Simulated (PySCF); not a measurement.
Geometry:
```
atom   x (Å)   y (Å)   z (Å)
  B1   1.286   0.091   0.113
  N2  -0.014  -0.477   0.134
  B3  -1.226   0.189  -0.189
  H4   2.236  -0.595   0.411
  H5   1.411   1.248  -0.203
  H6  -0.085  -1.454   0.405
  H7  -1.184   1.350  -0.515
  H8  -2.269  -0.420  -0.132
```

[PySCF 2.14.0 with density-fitted response routines: structure optimised with PBE0-D3(BJ)/def2-SVP; NMR shieldings at CAM-B3LYP/pcSseg-2/GIAO; a single conformation; non-relativistic; gas phase; equivalent nuclei averaged]

Shifts are taken against calculated references (same method and geometry level): TMS for 1H (σ = 31.34 ppm); 11B (σ = 97.88 ppm) vs BF3·OEt2; NH3 for 15N (σ = 261.83 ppm).

```tsv
atoms	nucleus	count	δ (ppm)
N2	15N	1	?
B1/B3	11B	2	56.5
H6	1H	1	7.50
H4/H5/H7/H8	1H	4	?
```

Fill in the missing shifts.

## Answers


- H4/H5/H7/H8: 5.55 ppm, hydrogen on a boron bonded to N
- N2: 195.6 ppm, nitrogen bonded to 2 B, H

OH/NH shifts are gas-phase values; hydrogen bonding in solution moves them, usually downfield. Hydrogens on boron are broadened and split by 11B (spin 3/2, 80 %) and 10B (spin 3). Experimental scales use liquid or dissolved standards, which lie at an offset from isolated NH3 (liquid NH3: subtract about 20 ppm). Unscaled 15N shifts of sp2 nitrogen come out 20 to 40 ppm too high even then.
